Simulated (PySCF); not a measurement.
Bonds (- single, = double, # triple, : aromatic): Si1-P2 2.320 Å. Si1 carries H3, H4, H5; P2 carries H6, H7, H8. Formal charges: P2 +1.

Total charge +1.

Geometry: PBE0-D3(BJ)/def2-SVP; GIAO absolute shieldings from PySCF 2.14.0 with density-fitted response routines, gas phase, non-relativistic, averaged over equivalent atoms.

At PBE0/pcSseg-1 (78 basis functions, 3.3 s wall time on 1 thread of an Arm Neoverse V1, shared host):
| atoms | σ (ppm) |
| --- | --- |
| Si1 | 424.8 |
| P2 | 482.4 |
| H6/H7/H8 | 25.95 |
| H3/H4/H5 | 26.29 |

Estimate the result of repeating the calculation with wB97X-D/pcSseg-2.

## Answers


```json
{"atoms": "Si1", "σ at wB97X-D/pcSseg-2": "417.4", "change": "-7.4"}
{"atoms": "P2", "σ at wB97X-D/pcSseg-2": "457.8", "change": "-24.6"}
{"atoms": "H6/H7/H8", "σ at wB97X-D/pcSseg-2": "26.04", "change": "+0.09"}
{"atoms": "H3/H4/H5", "σ at wB97X-D/pcSseg-2": "26.44", "change": "+0.15"}
```

The largest change is at P2 (phosphorus bonded to Si, 3 H). Cost: 170 basis functions, 9.2 s wall time on 1 thread of an Arm Neoverse V1, shared host.
